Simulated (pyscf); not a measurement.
Structures and frequencies: ωB97X-D3(BJ)/def2-SVP in PySCF.

Question: H₃Si–NH–SiH₃ + ammonia (NH₃) → silylamine (H₂N–SiH₃) + silylamine (H₂N–SiH₃)
Surface: singlet. Broken: N–Si, H–N. Formed: N–Si, H–N. Give ΔE‡ and ΔE from ωB97M-D3(BJ)/def2-TZVP, relative to the separated reactants.

Answer: ΔE‡ = 142.3 kJ/mol, ΔE = +10.8 kJ/mol. Zero-point energy shifts the barrier by -0.4 kJ/mol. It is a four-centre exchange, with an imaginary mode of 1078i cm⁻¹. On the reactant side the descent ends in a complex (not fully relaxed), 25.2 kJ/mol under the separated species and 166.2 kJ/mol under the saddle at ωB97X-D3(BJ)/def2-TZVP. On the product side the descent ends in a complex (not fully relaxed), 18.5 kJ/mol under the separated species and 143.6 kJ/mol under the saddle at ωB97X-D3(BJ)/def2-TZVP. This is the saddle that the search found; another between the same sides may lie lower.
